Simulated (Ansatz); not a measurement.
Input file:

```yaml
crystal:
  periodic: [false, false, false]
  atoms:
    - {symbol: Si, position_ang: [-0.035547, 0.000006, -0.102910]}
    - {symbol: H, position_ang: [2.366777, -0.000351, 1.419316]}
    - {symbol: H, position_ang: [-0.687971, 1.130409, 0.724099]}
    - {symbol: H, position_ang: [-0.688301, -1.130213, 0.724091]}
basis:
  gaussian: {orbitals: aug-cc-pVDZ}
total_charge: -1
magnetization: {spin_polarized: false}
correlation: {method: ccsdtq, electrons: outside_noble_gas}
```

```sh
$ ansatz run in.yaml --threads 2 --pin off --events-out ev --progress --plain --max-ram 16896MiB --backend cuda --devices 0, --max-vram 18GiB
```

(1) Roughly how long does this take on 2 threads of AMD EPYC 7R13 with a shared H100 80 GB, shared host, and how much host memory?

```
950 factors; integrals over basis functions are off by at most 2.5e-7 eV
mean field evaluation 1: about -7905.1688 eV, gradient 1.3e1 eV
mean field evaluation 2: about -7905.1688 eV, gradient 1.3e1 eV
mean field evaluation 4: about -7906.2838 eV, gradient 1.3e0 eV
mean field evaluation 8: about -7906.3060 eV, gradient 3.9e-3 eV
mean field evaluation 16: about -7892.4694 eV, gradient 1.7e1 eV
mean field evaluation 32: about -7895.8882 eV, gradient 2.3e1 eV
mean field evaluation 64: about -7899.9439 eV, gradient 6.1e-2 eV
mean field -7906.30601890 eV, -290.5513871079 hartree, gradient 2.3e-6 eV, S^2 0.000000; 2 other end points of the search recorded, 0 dependent functions left out; unrestricted orbitals would lower it
5 core orbitals not correlated: weight in the atoms' cores, before any rotation towards them, 1.000 or more for the frozen orbitals, at most 0.000 for the correlated occupied ones
reference -7906.30601890 eV, -290.5513871079 hartree; 4, 4 occupied and 45, 45 virtual orbitals, 950 factors
second order -3.48245852 eV of doubles, -0.00000000 eV of singles
cycle   1  -4.17536063 eV  change   -6.9e-1 eV  update   1.0e-1
cycle   2  -4.56308336 eV  change   -3.9e-1 eV  update   5.4e-2
cycle   3  -4.74558087 eV  change   -1.8e-1 eV  update   4.0e-2
cycle   4  -4.76398197 eV  change   -1.8e-2 eV  update   2.0e-2
cycle   5  -4.78126774 eV  change   -1.7e-2 eV  update   1.1e-2
cycle   6  -4.78518540 eV  change   -3.9e-3 eV  update   5.5e-3
cycle   7  -4.78061149 eV  change    4.6e-3 eV  update   2.3e-3
cycle   8  -4.78032477 eV  change    2.9e-4 eV  update   1.1e-3
cycle   9  -4.78190998 eV  change   -1.6e-3 eV  update   5.6e-4
cycle  10  -4.78189496 eV  change    1.5e-5 eV  update   2.9e-4
cycle  11  -4.78177836 eV  change    1.2e-4 eV  update   1.7e-4
cycle  12  -4.78176401 eV  change    1.4e-5 eV  update   8.5e-5
cycle  13  -4.78173324 eV  change    3.1e-5 eV  update   5.1e-5
cycle  14  -4.78181128 eV  change   -7.8e-5 eV  update   2.8e-5
cycle  15  -4.78183508 eV  change   -2.4e-5 eV  update   1.3e-5
cycle  16  -4.78183099 eV  change    4.1e-6 eV  update   6.4e-6
cycle  17  -4.78182529 eV  change    5.7e-6 eV  update   3.3e-6
cycle  18  -4.78182085 eV  change    4.4e-6 eV  update   1.7e-6
cycle  19  -4.78181910 eV  change    1.8e-6 eV  update   8.1e-7
cycle  20  -4.78181943 eV  change   -3.3e-7 eV  update   3.8e-7
Total energy: -7911.08783833 eV, -290.7271157307 hartree
```

The T1 diagnostic is 0.046.

Answers

(1) 11 s wall and 0.86 GiB.
